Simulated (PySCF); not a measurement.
# How the method changes the constants of BN⁺

State: ⁴Σ⁻ (quartet), unpaired electrons σ ↑, π ↑↑. Set-up: B 6-311G(d,p), N 6-311G(d,p); no relativity (PySCF 2.14). De refers to B⁺ + N in their high-spin ground configurations, without counterpoise correction. The functionals are run spin-unrestricted. A positive dipole points towards N; it is taken about the centre of mass and depends on that origin.

```tsv
Level	Re (Å)	ωe (cm⁻¹)	De (eV)	μ (D)
UHF	1.411	1224	0.74	-3.50
UHF-MP2	1.433	1195	1.30	n/a
UHF-SCS-MP2	1.442	1129	1.11	n/a
UHF-CCSD	1.460	992	0.88	n/a
UHF-CCSD(T)	1.471	973	1.03	n/a
LDA	1.445	1133	2.82	-2.57
PBE	1.454	1113	2.53	-2.65
r²SCAN	1.442	1133	2.29	-2.89
TPSSh	1.445	1153	2.25	-2.78
PBE0	1.434	1174	2.17	-2.88
M06	1.437	1179	1.93	-2.82
```

Q: Which functional lies closest to UHF-CCSD(T) in De, which farthest, and by how much do they differ from it?

A: Closest is M06 (-3.4 pm in Re, +21.2 % in ωe, +0.90 eV in De against UHF-CCSD(T) in the same basis), farthest LDA (-2.6 pm in Re, +16.4 % in ωe, +1.79 eV in De). CCSD(T) converges more slowly with the basis than the functionals do and binds too weakly in this one, so the order can change at the basis-set limit.

Q: What does the step from GGA to meta-GGA do here, going from PBE to r²SCAN?

A: r²SCAN less PBE: -1.2 pm in Re, +1.8 % in ωe, -0.24 eV in De. 

Q: What does the gradient correction do here, going from LDA to PBE?

A: PBE less LDA: +0.9 pm in Re, -1.8 % in ωe, -0.29 eV in De. The gradient correction favours the more uneven density of free atoms, so it tends to lengthen bonds and takes away much of the overbinding of LDA; so it does here.

Correlated steps freeze 2 core orbitals. For an ion De counts to the pair picked by the measured ionisation energies or electron affinities, which need not be the lowest pair at this level. The state was picked by a PBE0 search and need not be the measured ground state.

The whole job (state search and all levels along the bond) took about 0.56 min on 1 thread of Intel Xeon 6975P-C (shared host), peak memory 0.41 GiB.
